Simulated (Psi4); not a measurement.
This Psi4 input (MP2/6-31G) gives -291.23507 Eh with 21 basis functions.

```
memory 8100 MB

molecule {
0 1
Si   -0.00000000   -0.00000000    0.00000000
H     0.87559489    0.85467525    0.83309847
H    -0.82219976   -0.86546541    0.87529791
H    -0.88619780    0.85452031   -0.82197187
H     0.83280267   -0.84373015   -0.88642451
}

set {
  basis 6-31g
  scf_type df
  freeze_core true
}

energy('mp2')
print_variables()
```

Change:
```diff
- basis 6-31g
+ basis def2-qzvp
```

Problem. What does the run give now?

Solution. -291.42098 Eh (MP2/def2-QZVP, 190 functions), a change of -185.91 mEh.
